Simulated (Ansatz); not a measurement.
## BH2ClO (SMILES OBCl): the energy to break a bond

BH2ClO has 5 atoms, charge 0, and is taken as a singlet. As SMILES, `OBCl`. The shape was relaxed beforehand at B3LYP/def2-SVP. This is one conformer, not always the lowest.

```xyz
5

O    -0.8622   -0.6203   -0.0035
B     0.3798   -0.1359    0.1371
Cl    0.7927    1.5090   -0.3995
H    -1.4861   -0.0013   -0.4096
H     1.2257   -0.8252    0.6341
```

Wanted: the dissociation energy of the B2–O1 bond into doublet BHCl and doublet OH (shapes relaxed at B3LYP/def2-SVP, no zero-point term). 1 Eh = 2625.50 kJ/mol = 27.2114 eV. Totals in Eh; open shells run unrestricted unless said.

| level | program | BH2ClO | doublet BHCl | doublet OH |
| --- | --- | --- | --- | --- |
| HF/def2-TZVPP | Ansatz | -560.363125 | -484.750634 | -75.423315 |
| B3LYP/def2-TZVPP | Ansatz | -561.646043 | -485.636065 | -75.769809 |
| PBE0-D4/def2-TZVPP | Ansatz | -561.357359 | -485.427276 | -75.687132 |

Question: Work out the dissociation energy at each level.

Answer: 
1. HF/def2-TZVPP: (-484.750634) + (-75.423315) − (-560.363125) = 0.189176 Eh = 496.7 kJ/mol = 5.15 eV.
2. B3LYP/def2-TZVPP: (-485.636065) + (-75.769809) − (-561.646043) = 0.240169 Eh = 630.6 kJ/mol = 6.54 eV.
3. PBE0-D4/def2-TZVPP: (-485.427276) + (-75.687132) − (-561.357359) = 0.242951 Eh = 637.9 kJ/mol = 6.61 eV.

The levels span 497 to 638 kJ/mol; no measured value is set beside them. Hartree–Fock lacks the correlation of the bonding electrons, so it comes out low. A bond enthalpy at 298 K also holds the loss of zero-point energy and thermal terms.
